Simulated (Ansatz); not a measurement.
The input, for Ansatz 0.2.0:

```yaml
crystal:
  periodic: [false, false, false]
  atoms:
    - {symbol: Hf, position_ang: [0.000000, 0.000000, 0.000000]}
    - {symbol: Cl, position_ang: [0.000000, 0.000000, 3.105600]}
basis:
  gaussian: {orbitals: def2-SVP}
magnetization: {spin_polarized: true, initial_magnetization: 7}
hamiltonian: {xc: {name: r2SCAN}}
output: {forces: true}
```

```sh
$ ansatz run in.yaml --threads 1 --pin off --events-out ev --progress --plain --max-ram 2393MiB
```

The program prints:

```
509 factors; their error is unknown
mean field evaluation 1: about -13798.6768 eV, gradient 3.1e1 eV
mean field evaluation 2: about -13786.7128 eV, gradient 4.5e1 eV
mean field evaluation 4: about -13803.6052 eV, gradient 1.7e1 eV
mean field evaluation 8: about -13808.3011 eV, gradient 3.7e0 eV
mean field evaluation 16: about -13808.5237 eV, gradient 5.6e-2 eV
mean field evaluation 32: about -13808.4612 eV, gradient 4.3e-4 eV
mean field evaluation 64: about -13808.0807 eV, gradient 1.1e-6 eV
mean field evaluation 96: about -13808.0978 eV, gradient 1.9e-1 eV
mean field evaluation 128: about -13807.0656 eV, gradient 4.9e0 eV
mean field evaluation 160: about -13808.4612 eV, gradient 7.8e-2 eV
mean field evaluation 192: about -13807.9642 eV, gradient 1.3e-1 eV
mean field -13808.46122653 eV, -507.4515903636 hartree, gradient 8.2e-6 eV, S^2 15.755338; 7 other end points of the search recorded, 0 dependent functions left out
the calculation of the forces begins
reference -13808.46124655 eV, -507.4515910996 hartree; 18, 11 occupied and 32, 39 virtual orbitals, 509 factors
Total energy: -13808.46124655 eV, -507.4515910996 hartree
Atom 0 at     0.000000     0.000000     0.000000 Å, force     0.000000    -0.000000    -0.130157 eV/Å
Atom 1 at     0.000000     0.000000     3.105600 Å, force    -0.000000     0.000000     0.130157 eV/Å
Dipole moment:    -0.000000     0.000000     2.037591 e Å
```

Forces (eV/Å):
```
Hf   0.000  0.000 -0.130
Cl   0.000  0.000  0.130
```

Ran on 1 thread of Arm Neoverse V1, shared host: 58 s wall, 0.17 GiB peak host memory.
